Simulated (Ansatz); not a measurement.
# C3H4N2O: a ladder of functionals and wavefunction methods

The task here is to estimate one member of a computed series from the others.

Computed with Ansatz 0.2.0, Gaussian basis. Level: functionals in def2-TZVPP, the program's frozen cores in correlated methods.

Plan: PBE-D4, r2SCAN-D4, PBE0-D4, B3LYP-D4, ωB97X-V, ωB97M-V, B2PLYP; CCSD(T)/def2-TZVPP; MP2/def2-QZVPP; extrapolation to the limit.

**Structure used throughout**

An earlier PBE0-D4 in a triple-zeta def2 set relaxation fixed the geometry.

10 atoms, charge 0, spin multiplicity 1.

Atoms are counted from 1 here; the program's logs count them from 0.

Bond lengths: N1–C2 1.209 Å, N1–H7 1.017 Å, C2–C3 1.315 Å, C3–C4 1.453 Å, C3–H8 1.081 Å, C4–N5 1.267 Å, C4–O6 1.358 Å, N5–H9 1.018 Å, O6–H10 0.962 Å. Angles: C2–N1–H7 118.2°, N1–C2–C3 174.2°, C2–C3–C4 123.0°, C2–C3–H8 119.4°, C4–C3–H8 117.6°, C3–C4–N5 120.7°, C3–C4–O6 112.0°, N5–C4–O6 127.3°, C4–N5–H9 112.7°, C4–O6–H10 108.9°.

Set-up of the first run:

File in.yaml:

```yaml
crystal:
  periodic: [false, false, false]
  atoms:
    - {symbol: N, position_ang: [1.299104, -0.152305, 2.302124]}
    - {symbol: C, position_ang: [0.585691, -0.450229, 1.372276]}
    - {symbol: C, position_ang: [-0.085432, -0.841357, 0.310752]}
    - {symbol: C, position_ang: [-0.323736, 0.018694, -0.836356]}
    - {symbol: N, position_ang: [-0.973193, -0.405073, -1.838613]}
    - {symbol: O, position_ang: [0.219449, 1.252211, -0.670220]}
    - {symbol: H, position_ang: [0.874398, 0.294905, 3.110542]}
    - {symbol: H, position_ang: [-0.495053, -1.841546, 0.281509]}
    - {symbol: H, position_ang: [-1.067834, 0.296310, -2.570163]}
    - {symbol: H, position_ang: [0.049604, 1.777190, -1.458851]}
basis:
  gaussian: {orbitals: def2-TZVPP}
hamiltonian: {xc: pbe, dispersion: d4}
output: {forces: true, orbitals: {seedname: orbitals}}
```

Run with:

```bash
> ansatz run in.yaml --threads 4 --pin off --events-out ev --progress --plain --max-ram 10444MiB
```

Steps of the session up to this table: PBE-D4 (GGA); r2SCAN-D4 (meta-GGA); PBE0-D4 (hybrid); B3LYP-D4 (hybrid); ωB97X-V (range-separated); ωB97M-V (range-separated); B2PLYP (double hybrid); CCSD(T) in def2-TZVPP; MP2 in def2-QZVPP.

One of the session's tables, all rows but one given; the rest of the session is left out.

```
            method  atomisation energy (kcal/mol)
            PBE-D4                         1084.4
         r2SCAN-D4                         1034.0
           PBE0-D4                         1041.9
          B3LYP-D4                         1035.7
           ωB97X-V                         1030.6
           ωB97M-V                         1034.1
            B2PLYP                         1022.2
     HF/def2-TZVPP                          668.7
    MP2/def2-TZVPP                         1023.5
   CCSD/def2-TZVPP                          964.6
CCSD(T)/def2-TZVPP                              ?
           MP2/CBS                         1056.7
       CCSD(T)/CBS                         1023.3
```

Q: Estimate the row for CCSD(T)/def2-TZVPP from the others.

As computed: atomisation energy (kcal/mol): 990.0. In the column «atomisation energy (kcal/mol)» it lies between CCSD/def2-TZVPP (964.6) and B2PLYP (1022.2).

To keep in mind: Free atoms (2 N, 3 C, 1 O, 4 H) were run apart at each level; the atomisation energy is their sum less the molecule, without zero-point or spin-orbit terms.
